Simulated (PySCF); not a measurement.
**AlS⁻ at PBE0**

Level: PBE0. Al aug-pcseg-1, S aug-pcseg-1; no relativity (PySCF 2.14).

* state: ¹Σ⁺ (singlet), closed shell
* bond length: 2.103 Å
* harmonic wavenumber: 571 cm⁻¹
* force constant: 2.81 mdyn/Å
* rotational constant Be: 0.2604 cm⁻¹
* anharmonicity ωexe: 2.12 cm⁻¹
* vibration–rotation constant αe: 0.00143 cm⁻¹
* well depth De to Al + S⁻: 453 kJ/mol
* dissociation energy D0: 449 kJ/mol
* HOMO–LUMO gap: 3.67 eV
* bond order (Mayer): 1.24
* dipole moment (positive dipole points towards S; it is taken about the centre of mass and depends on that origin): -0.25 D

For an ion De counts to the pair picked by the measured ionisation energies or electron affinities, which need not be the lowest pair at this level.
